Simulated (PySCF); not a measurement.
# BCl: energy against distance

Set-up: PySCF, no relativity, basis sets B def2-TZVPP, Cl def2-TZVPP. Energies in eV from B + Cl in their ground configurations at the same level. State: ¹Σ⁺ (singlet), closed shell.

All columns are PBE. A positive dipole means B(−)Cl(+).

```tsv
R (Å)	E (eV)	μ (D)	Mulliken charge on B (basis-dependent)	HOMO (eV)	LUMO (eV)	Mayer bond order	⟨S²⟩
1.479	-4.495	3.21	-0.28	-5.40	-2.37	1.70	0.00
1.548	-5.055	2.82	-0.20	-5.63	-2.52	1.62	0.00
1.617	-5.370	2.40	-0.12	-5.87	-2.68	1.55	0.00
1.668	-5.489	2.07	-0.07	-6.06	-2.80	1.51	0.00
1.720	-5.533	1.73	-0.03	-6.25	-2.92	1.47	0.00
1.772	-5.519	1.39	0.01	-6.43	-3.05	1.44	0.00
1.840	-5.435	0.93	0.05	-6.67	-3.22	1.41	0.00
1.926	-5.255	0.37	0.10	-6.94	-3.43	1.37	0.00
2.030	-4.974	-0.30	0.14	-7.22	-3.68	1.33	0.00
2.167	-4.543	-1.14	0.19	-7.49	-4.00	1.28	0.00
```

A fit through these points gives, at Re = 1.732 Å, μ = 1.65 D and dμ/dR = -6.58 D/Å; the reduced mass is 8.373 u.

Problem. How strong is the fundamental in the double-harmonic approximation, I = 42.26·(dμ/dR)²/μred km/mol?

Solution. I = 42.26·(-6.58)²/8.373 = 219 km/mol at PBE.
